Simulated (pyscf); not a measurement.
**Atom transfer: `[F][WH]([F])([F])([F])[F]` + `[H]` [doublet] → `[FH]` + `[F][WH]([F])([F])[F]` [doublet]**

Gas phase, doublet surface, charge 0. Bonds broken: F1–W2. Bonds formed: F1–H8. Structures and frequencies: ωB97X-D3(BJ)/def2-SVP in PySCF.

Transition state (Å):

```xyz
8

F      0.8307     0.2322    -0.6763
W     -1.0179     0.4096    -0.1655
F     -1.1754    -0.7364    -1.6279
F     -2.2473     0.8236     1.1445
F     -0.5968    -0.9244     1.0571
F     -2.0791     1.4859    -1.2538
H     -0.3292     1.9189     0.0927
H      1.1852    -0.7071    -1.7267
```

One imaginary mode, 2025i cm⁻¹; descent along it reached the two sides named, in the forms told below.

```
bond   change  reactant side (Å)  saddle  product side
-----  ------  -----------------  ------  ------------
F1–W2  breaks              1.849   1.926         2.348
F1–H8   forms                3.3   1.453         0.942
```

Electronic energies relative to the separated reactants (kcal/mol):

```
level                   barrier  reaction energy  reverse barrier
----------------------  -------  ---------------  ---------------
ωB97X-D3(BJ)/def2-TZVP     16.9            -37.2             54.1
PBE/def2-TZVP               6.6            -26.4             33.1
r²SCAN/def2-TZVP            7.3            -26.9             34.1
B3LYP-D3(BJ)/def2-TZVP      7.6            -36.4             43.9
PBE0-D3(BJ)/def2-TZVP      11.0            -34.7             45.8
M06-2X/def2-TZVP           13.7            -44.4             58.1
ωB97M-D3(BJ)/def2-TZVP     15.0            -40.0             55.1
HF/def2-TZVP               30.2            -53.4             83.6
```

With ωB97M-D3(BJ)/def2-TZVP energies and thermal terms (ideal gas, 1 atm, RRHO with modes under 100 cm⁻¹ raised to 100, one conformer, R ln 2 for chiral ones without a mode under 150 cm⁻¹), in kcal/mol:

| T (K) | ΔH‡ | ΔG‡ | ΔH | ΔG |
|---|---|---|---|---|
| 298 | 14.7 | 21.3 | -37.0 | -40.5 |
| 600 | 14.3 | 28.2 | -37.5 | -44.0 |
| 900 | 14.1 | 35.2 | -38.4 | -47.0 |
| 1200 | 13.8 | 42.3 | -39.3 | -49.8 |

On the product side the descent ends in an adduct with a F–W contact, 5.5 kcal/mol under the separated species and 59.6 kcal/mol under the saddle at ωB97X-D3(BJ)/def2-TZVP. What is counted as broken (F–W) persists as a longer contact in the product adduct; parting that adduct is a step of its own. This is the saddle that the search found; another between the same sides may lie lower. The angle at the transferred F is 119°: a side-on saddle, likely not the lowest. Open-shell species with a d-block atom are single-reference here; other states, and whether the spin sits on metal or ligand, were not checked. Elements past Kr carry the def2 core potentials, without spin-orbit coupling.
